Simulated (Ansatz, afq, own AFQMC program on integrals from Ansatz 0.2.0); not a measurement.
Integrals from Ansatz 0.2.0, then the random walk in our own AFQMC program (afq).

```yaml
crystal:
  periodic: [false, false, false]
  atoms:
    - {symbol: Al, position_ang: [0.000000, 0.000000, 0.000000]}
basis:
  gaussian: {orbitals: aug-cc-pVDZ}
total_charge: -1
magnetization: {spin_polarized: false}
correlation: {method: ccsd_t, electrons: outside_noble_gas, hamiltonian_folder: ham}
```

```sh
$ ansatz run in.yaml --threads 1 --pin off --events-out ev --progress --plain --max-ram 16896MiB --backend cuda --devices 0, --max-vram 18GiB
```

Options of the walk:

```
--method phaseless --trial hf --walkers 4000 --populations 20 --least-time 40 --time-step 0.005 --steps-per-block 20 --equilibration-blocks 112 --max-blocks 4000 --target-error 0.0006000 --factor-cut 1e-05 --seed 8114 --taylor-order 6
```

Times are imaginary, in 1/Eh. The walk had a cap of 49 s. With eight or more populations the least sampling time is a fifth of least-time, and the error comes from their spread.

Output of the walk:

```
orbitals 22  electrons 2 2  factors 119 of 143
reference energy -241.84042815 Eh
CCSD correlation -0.07438106 Eh in 13 cycles, weight of the determinant in the CISD state 0.8169
energy of the start -241.840428 Eh
 block  time / (1/Eh)  mean weight  energy / Eh
     1     0.100  1.0001  -241.845377
     2     0.200  1.0002  -241.849903
     3     0.300  1.0002  -241.854120
     4     0.400  1.0003  -241.858061
     5     0.500  1.0003  -241.861379
     7     0.700  1.0003  -241.867514
     9     0.900  1.0001  -241.873305
    11     1.100  1.0002  -241.877536
    21     2.100  1.0001  -241.892492
    26     2.600  1.0000  -241.897760
    31     3.100  1.0001  -241.902602
    41     4.100  1.0002  -241.908190
    51     5.100  1.0000  -241.911167
    61     6.100  1.0001  -241.911234
    71     7.100  1.0000  -241.912840
    81     8.100  1.0000  -241.912086
    91     9.100  1.0000  -241.911651
   101    10.100  1.0001  -241.913561
   111    11.100  1.0001  -241.914733
   121    12.100  0.9998  -241.913838
   131    13.100  1.0000  -241.915235
   141    14.100  1.0000  -241.914465
   151    15.100  1.0000  -241.911822
   161    16.100  1.0001  -241.914870
   171    17.100  1.0000  -241.914689
   181    18.100  0.9999  -241.912584
   191    19.100  1.0000  -241.914776
   201    20.100  0.9999  -241.912213
   206    20.600  1.0002  -241.917533
   211    21.100  0.9998  -241.915240
   221    22.100  1.0000  -241.915448
error from the spread of 20 populations
energy -241.914719 +/- 0.000566 Eh
(rows thinned)
```

The run passed its tests (sampling time, drift between the halves within three errors, error under three times the target), which doesn't prove that it has relaxed.

Against this walk (error 15.4 meV) on the same determinant: CCSD(T) 82.5 meV lower, CCSDT(Q) 152.5 meV lower, full CI 166.1 meV lower, a separate phaseless walk with a CISD trial and standard settings 73.1 ± 15.6 meV lower. The error is statistical and leaves out the bias of the constraint. Full CI is exact here, so the walk's 166 meV above it is the walk's own error: the bias of the constraint with this trial. The determinant is a poor start (see the cautions), so the low cluster orders aren't to be relied on, and full CI is the sure value.

Cautions: constraint bias not in the error; another spin lies lower (by 440 meV); at this level and basis the anion state lies above a neutral one; restricted determinant unstable towards unrestricted (UHF 746 meV lower, ⟨S²⟩ 1.04); strong correlation (T1 0.022, weight of the determinant 0.82, largest double 0.15); the determinant fills the p orbitals unequally in pairs, so it mixes two states of the atom (¹D and ¹S), and each level undoes that mixture to a different degree, while full CI gives the lower state; CCSDT(Q) on the UHF determinant differs (453 meV lower), perhaps since the unrestricted series falls towards higher spin.

The walk took 15 s on 1 × NVIDIA H100 80GB HBM3 with 2 threads of AMD EPYC 7R13 Processor (Zen 3), on a shared host (the card was shared). The log's last line is the phaseless energy.

CCSDT and higher add their correlation energy to the determinant of the CCSD(T) run, since their own runs factorise the integrals more tightly (a shift of under 2 meV).
